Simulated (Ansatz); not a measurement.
## What each rung costs, and what it gives

The pair of HCl (SMILES Cl, atoms 1–2) and SiNH$_{5}$ (SMILES [SiH3]N, atoms 3–9), both closed shells, in one local arrangement (a lower one may exist), relaxed at PBE0-D4/def2-TZVP:

```
atom    x (Å)    y (Å)    z (Å)
 Cl1   0.1141  -0.1832  -2.9772
  H2   0.1332   0.2386  -1.7114
 Si3  -0.1672  -0.5948   0.9818
  N4   0.1574   0.7828  -0.0506
  H5  -0.1693  -0.2610   2.4325
  H6  -1.5023  -1.1121   0.6026
  H7   0.8955  -1.5920   0.7168
  H8  -0.5356   1.5204  -0.0373
  H9   1.0742   1.2013   0.0426
```

Interaction energies are counterpoise-corrected; the time is that of the whole pair.

Computed with Ansatz 0.2.0 (basis: as named in each row); correlated methods freeze the cores. B3LYP uses VWN-RPA correlation. Extrapolation: Hartree–Fock as exp(−7.88 √X), correlation as X^−2.97.

Times are rough, for one single point on 4 threads of a shared host (Arm Neoverse V1).

The estimate by CCSD(T) at an estimated basis limit (MP2 extrapolated from triple and quadruple zeta, plus CCSD(T) − MP2 in triple zeta) is -31.8 kJ/mol.

| method | basis | time (s) | interaction energy (kJ/mol) | method less estimate |
| --- | --- | --- | --- | --- |
| HF | STO-3G | under 1 | -40.1 | -8.4 |
| PBE-D4 | STO-3G | under 1 | -86.4 | -54.7 |
| SPW92 | def2-SVP | under 1 | -55.5 | -23.7 |
| B3LYP-D4 | 6-31G | under 1 | -59.8 | -28.1 |
| PBE-D4 | def2-SVP | under 1 | -40.4 | -8.6 |
| PBE0-D4 | def2-SVP | under 1 | -39.9 | -8.2 |
| CCSD(T) | def2-SVP | under 1 | -16.5 | 15.3 |
| PBE-D4 | def2-TZVPPD | 2 | -41.6 | -9.8 |
| revPBE-D4 | def2-TZVPPD | 2 | -38.5 | -6.8 |
| BLYP-D4 | def2-TZVPPD | 2 | -36.6 | -4.9 |
| HSE06-D4 | def2-TZVPPD | 2 | -40.0 | -8.3 |
| PBE0-D4 | def2-TZVPPD | 2 | -40.0 | -8.2 |
| B3LYP-D4 | def2-TZVPPD | 2 | -36.7 | -4.9 |
| wB97M-V | def2-SVP | 3 | -30.6 | 1.1 |
| r2SCAN-D4 | def2-TZVPPD | 3 | -40.0 | -8.2 |
| B2PLYP | def2-TZVPPD | 4 | -29.9 | 1.8 |
| wB97X-V | def2-TZVPPD | 6 | -32.9 | -1.2 |
| B97M-V | def2-TZVPPD | 6 | -32.8 | -1.1 |
| wB97M-V | def2-TZVPPD | 6 | -31.5 | 0.2 |
| MP2 | def2-QZVPPD | 12 | -34.9 | -3.2 |
| CCSD(T) | def2-TZVPPD | 55 | -27.8 | 3.9 |

T1 diagnostic: at most 0.011.
